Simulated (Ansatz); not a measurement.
Species: phosphanylidynephosphane, P₂ (charge 0, singlet). 
Structure (B3LYP-D3(BJ)/def2-TZVP (Ansatz, a quantum-chemistry and plane-wave program) minimum search):
```
P
P 1 1.8895
```

Basis-set convergence of Hartree-Fock and MP2 correlation energies (hartree) with Ansatz. Cores are frozen in the correlated levels unless marked. Spin-orbit coupling is left out. No relativistic terms.

The Hartree-Fock reference is unstable (checked in the largest basis), which strains HF and MP2. 

| basis | functions | E(HF) | E(corr, MP2) |
|---|---|---|---|
| def2-SVP | 36 | -681.24552 | -0.22392 |
| def2-TZVPP | 84 | -681.48025 | -0.27843 |
| def2-QZVPP | 140 | -681.49954 | -0.30013 |

Extrapolating the two largest sets (X = 3 and 4) as X^-3: E(corr) = (64·(-0.30013) - 27·(-0.27843))/37 = -0.3160 Eh, an estimate of the basis-set limit. The largest set recovers 95.0 % of it, the smallest 70.9 %.
